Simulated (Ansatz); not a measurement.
# doublet BH3S+: levels of theory compared

Wanted: a comparison of 6 runs (UHF/STO-3G, UB3LYP/STO-3G, UBHLYP/STO-3G, RPA@PBE/STO-3G, UCCSDT/STO-3G, UCCSD(T)/STO-3G) of doublet BH3S+. 

The calculation is run with Ansatz 0.2.0.

54 further runs of the same task are left out: 2 that didn't finish, 52 set aside as unsound or not needed.

### Step 1. The structure to begin with

BH3S+: 5 atoms, total charge +1, spin state doublet. SMILES of the parent species: `BS`. The shape is that of a PBE0-D4/def2-TZVP optimisation. That shape belongs to the parent species and isn't relaxed for this state.

Bond lengths: B1–S2 1.765 Å, B1–H3 1.192 Å, B1–H4 1.190 Å, S2–H5 1.344 Å. Angles: B1–S2–H5 99.2°, S2–B1–H3 115.8°, S2–B1–H4 121.4°, H3–B1–H4 122.7°.

### Step 2. The energy at UHF/STO-3G (run 1)

Input file molecule.yaml:

```yaml
basis:
  gaussian:
    orbitals: STO-3G
crystal:
  periodic: [false, false, false]
  atoms:
    - {symbol: B, position_ang: [-0.392100, -0.421000, 0.088100]}
    - {symbol: S, position_ang: [0.161700, 1.236900, -0.154300]}
    - {symbol: H, position_ang: [-1.562900, -0.556400, 0.264200]}
    - {symbol: H, position_ang: [0.367100, -1.337600, 0.074200]}
    - {symbol: H, position_ang: [1.476100, 1.004400, -0.313600]}
accuracy: high
hamiltonian:
  xc: hf
total_charge: 1
magnetization:
  spin_polarized: true
  initial_magnetization: 1
```

Started as:

```sh
ansatz run molecule.yaml --threads 1 --pin off --max-ram 2610MiB --events-out events.jsonl --progress --plain --runs-dir runs
```

Output:

```text
Warning: RAYON_NUM_THREADS=1 ignored (pool sized by the plan → 1); use --threads N
Functional definition: HF
  name "HF"
  exchange = exact_x
  correlation = 0
287 factors; integrals over basis functions are off by at most 2.4e-8 eV
mean field evaluation 1: about -11401.6799 eV, gradient 7.7e0 eV
mean field evaluation 2: about -11401.6978 eV, gradient 7.7e0 eV
mean field evaluation 4: about -11402.3102 eV, gradient 4.0e-1 eV
mean field evaluation 8: about -11402.3135 eV, gradient 3.8e-7 eV
mean field -11402.31348178 eV, -419.0272916898 hartree, gradient 3.8e-8 eV, S^2 0.754940; 0 other end points of the search recorded, 0 dependent functions left out
reference -11402.31348178 eV, -419.0272916898 hartree; 12, 11 occupied and 5, 6 virtual orbitals, 287 factors
Total energy: -11402.31348178 eV, -419.0272916898 hartree
```

Wall time 0.1 s (1 thread of Arm Neoverse V1, shared host).

### Step 3. A single-point energy at UB3LYP/STO-3G (run 2)

Edit molecule.yaml of step 2 so:

```diff
@@ -1,4 +1 @@
-basis:
-  gaussian:
-    orbitals: STO-3G
 crystal:
@@ -11,6 +8,8 @@
     - {symbol: H, position_ang: [1.476100, 1.004400, -0.313600]}
-accuracy: high
+basis:
+  gaussian:
+    orbitals: STO-3G
+total_charge: 1
 hamiltonian:
-  xc: hf
-total_charge: 1
+  xc: {name: B3LYP}
 magnetization:
@@ -18 +17,2 @@
   initial_magnetization: 1
+accuracy: high
```

Started as:

```sh
ansatz run molecule.yaml --threads 1 --pin off --max-ram 2610MiB --events-out events.jsonl --progress --plain --runs-dir runs
```

Output:

```text
Warning: RAYON_NUM_THREADS=1 ignored (pool sized by the plan → 1); use --threads N
Functional definition: B3LYP
  name "B3LYP"
  parameter a0 = 0.2
  parameter ax = 0.72
  parameter ac = 0.81
  exchange = (1 - a0 - ax)*slater_x + ax*b88_x + a0*exact_x
  correlation = (1 - ac)*vwn_rpa_c + ac*lyp_c
287 factors; integrals over basis functions are off by at most 2.4e-8 eV
mean field evaluation 1: about -11423.0555 eV, gradient 6.1e0 eV
mean field evaluation 2: about -11423.4130 eV, gradient 2.4e0 eV
mean field evaluation 4: about -11423.4659 eV, gradient 1.3e-1 eV
mean field evaluation 8: about -11423.4330 eV, gradient 9.1e-4 eV
mean field evaluation 16: about -11423.4330 eV, gradient 1.9e-7 eV
mean field -11423.43303087 eV, -419.8034208035 hartree, gradient 5.2e-8 eV, S^2 0.751182; 2 other end points of the search recorded, 0 dependent functions left out
reference -11423.43305655 eV, -419.8034217472 hartree; 12, 11 occupied and 5, 6 virtual orbitals, 287 factors
Total energy: -11423.43305655 eV, -419.8034217472 hartree
```

Wall time 1.7 s (1 thread of Arm Neoverse V1, shared host); peak memory 0.12 GiB.

Runs 3 to 5 aren't shown in full; the table further down has their settings and results.

### Step 4. A single-point energy at UCCSD(T)/STO-3G (run 6)

Input file job.yaml:

```yaml
crystal:
  periodic: [false, false, false]
  atoms:
    - symbol: B
      position_ang: [-0.392100, -0.421000, 0.088100]
    - symbol: S
      position_ang: [0.161700, 1.236900, -0.154300]
    - symbol: H
      position_ang: [-1.562900, -0.556400, 0.264200]
    - symbol: H
      position_ang: [0.367100, -1.337600, 0.074200]
    - symbol: H
      position_ang: [1.476100, 1.004400, -0.313600]
basis:
  gaussian: {orbitals: STO-3G}
total_charge: 1
magnetization: {spin_polarized: true, initial_magnetization: 1}
correlation: {method: ccsd_t, frozen_orbitals: {B: 1, H: 0, S: 5}}
accuracy: high
scf: {omitted_lower_state_checks: [cluster_reference, increment]}
```

Started as:

```sh
ansatz run job.yaml --threads 1 --pin off --max-ram 2610MiB --events-out events.jsonl --progress --plain --runs-dir runs
```

Output, cut to the lines that bear on the results:

```text
Warning: RAYON_NUM_THREADS=1 ignored (pool sized by the plan → 1); use --threads N
[... 2 set-up lines as earlier in the session ...]
[...]
287 factors; integrals over basis functions are off by at most 2.4e-8 eV
[...]
mean field -11402.31348178 eV, -419.0272916898 hartree, gradient 3.8e-8 eV, S^2 0.754940; 0 other end points of the search recorded, 0 dependent functions left out
6 core orbitals not correlated: weight in the atoms' cores, before any rotation towards them, 1.000 or more for the frozen orbitals, at most 0.000 for the correlated occupied ones
reference -11402.31348178 eV, -419.0272916898 hartree; 6, 5 occupied and 5, 6 virtual orbitals, 287 factors
second order -1.45170885 eV of doubles, -0.00000000 eV of singles
cycle   1  -1.85756619 eV  change   -4.1e-1 eV  update   5.2e-2
[...]
cycle  22  -2.08128736 eV  change   4.1e-11 eV  update  8.3e-10
perturbative correction -0.01666339 eV, -0.0006123681 hartree
Total energy: -11404.41143252 eV, -419.1043899575 hartree
Checks for a lower state left out: cluster_reference, increment
```

It took 0.18 s on 1 thread of Arm Neoverse V1, shared host.

### Step 5. The series

| run | level | frozen core orbitals | energy (Eh) | ⟨S²⟩ | wall time |
| --- | --- | --- | --- | --- | --- |
| 1 | UHF/STO-3G | – | -419.027292 | 0.755 | 0.1 s |
| 2 | UB3LYP/STO-3G | – | -419.803422 | 0.751 | 1.7 s |
| 3 | UBHLYP/STO-3G | – | -419.800822 | 0.752 | 1.7 s |
| 4 | RPA@PBE/STO-3G | 6 | -419.157972 | 0.751 | 3.3 s |
| 5 | UCCSDT/STO-3G | 6 | -419.104641 | 0.755 | 0.52 s |
| 6 | UCCSD(T)/STO-3G | 6 | -419.104390 | 0.755 | 0.18 s |

### Step 6. What came out

```
                                          quantity          value
                               run 6: total energy  -419.10439 Eh
run 6: correlation energy (6 core orbitals frozen)      -77.1 mEh
                             run 6: (T) correction      -0.61 mEh
          run 6: ⟨S²⟩ of the reference determinant          0.755
                              run 6: T1 diagnostic          0.008
```

**Reading.** Below the UHF energy at the same shape and in the same basis (STO-3G): UCCSDT -77.3 mEh; UCCSD(T) -77.1 mEh. Totals of different functionals can't be ranked against each other. In runs 1, 2, 3, 4, 5, 6 the basis is minimal, so the values are rough. All runs together took 7.5 s, the longest 3.3 s.
